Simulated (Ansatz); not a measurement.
Consider the substitution at a C–C bond: `C=C(C)O` + CH₃SH → `C=C(O)SC` + CH₄.

Computed with Ansatz on PBE0-D4/def2-TZVP structures; ΔE is electronic, products minus reactants. CCSD(T)/CBS is the MP2 limit (def2-TZVPP, def2-QZVPP) plus CCSD(T) − MP2 in def2-TZVPP, frozen cores. This one scheme is used for every species. DFT in def2-TZVPP. Each species was taken in one conformer, which may not be the lowest.

`C=C(C)O`:

Cartesian coordinates in Å:
```
C 1.171 0.257 -0.629
C -0.092 0.068 -0.251
C -0.526 -0.355 1.106
O -1.161 0.238 -1.072
H 1.427 0.565 -1.637
H 1.979 0.105 0.071
H -1.194 0.395 1.539
H -1.085 -1.292 1.048
H 0.331 -0.491 1.764
H -0.849 0.510 -1.941
```

CH₃SH:

Cartesian coordinates in Å:
```
C -0.232 -0.413 0.129
S 0.873 0.994 0.381
H -1.255 -0.090 -0.056
H -0.211 -0.985 1.057
H 0.115 -1.054 -0.680
H 0.712 1.549 -0.830
```

`C=C(O)SC`:

Cartesian coordinates in Å:
```
C -0.928 1.407 1.131
C -0.708 0.237 0.540
O -1.647 -0.340 -0.255
S 0.786 -0.665 0.780
C 1.399 -0.758 -0.918
H -1.900 1.880 1.059
H -0.140 1.895 1.683
H -1.489 -1.290 -0.264
H 2.290 -1.385 -0.888
H 0.670 -1.215 -1.586
H 1.666 0.234 -1.282
```

CH₄:

Cartesian coordinates in Å:
```
C 0.000 0.000 0.000
H 0.471 -0.253 -0.950
H -0.721 -0.773 0.265
H -0.511 0.958 -0.092
H 0.762 0.068 0.776
```

| species | ωB97M-V energy (Eh) |
| --- | --- |
| `C=C(C)O` | -193.12692 |
| CH₃SH | -438.67380 |
| `C=C(O)SC` | -591.30619 |
| CH₄ | -40.49280 |

Q: Work out ΔE.

A: ΔE = (-591.30619) + (-40.49280) − (-193.12692) − (-438.67380) = 0.00173 Eh = +4.5 kJ/mol. CCSD(T)/CBS gives +3.3 kJ/mol.

Largest T1 diagnostic among the species: 0.012.

From PBE to PBE0 (25 % exact exchange), in def2-TZVPP and without D4, ΔE moves by +6.2 kJ/mol. In def2-TZVPP, CCSD(T) changes the Hartree–Fock value by −16.9 kJ/mol (the triples alone add −5.0 kJ/mol) and MP2 by −22.1 kJ/mol.
